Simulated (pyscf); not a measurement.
Thermochemistry of product channels of O=Sn=O + H₂S on the singlet surface, in eV, from CCSD(T)/def2-TZVPP + ΔMP2(QZVPP) energies (ideal gas, 1 atm, RRHO with modes under 100 cm⁻¹ raised to 100, one conformer, R ln 2 for chiral ones without a mode under 150 cm⁻¹). Optimised with ωB97X-D3(BJ)/def2-SVP in PySCF. MP2 and CC: frozen core, UHF for open shells. ΔMP2 is the change of the MP2 total energy from the triple- to the quadruple-zeta basis.

```csv
products,ΔE,ΔH(298 K),ΔG(600 K),ΔG(1200 K)
O=Sn(OH)–SH,…,-2.26,-1.53,-0.85
O=SnH–O–SH,…,-0.13,+0.63,+1.33
```

Q: Fill in the missing entries.

A: 
- O=Sn(OH)–SH, ΔE: -2.38
- O=SnH–O–SH, ΔE: -0.14

These are energies of the channels, which say nothing of barriers. O=Sn(OH)–SH lies 1.29 eV over its isomer HO–Sn(OH)=S (electronic energy, ωB97M-D3(BJ)/def2-TZVP). O=SnH–O–SH lies 3.42 eV over its isomer HO–Sn(OH)=S (electronic energy, ωB97M-D3(BJ)/def2-TZVP). The CCSD(T) − MP2 part came from Ansatz, without density fitting, on the same reference. The largest closed-shell T1 diagnostic is 0.031, which may signal static correlation. The frozen core leaves the outer d or s,p core shells of the metals and heavy elements correlated in the MP2 and CC values, and def2-TZVPP describes them poorly, which can shift differences by a few kcal/mol. Elements past Kr carry the def2 core potentials, without spin-orbit coupling.
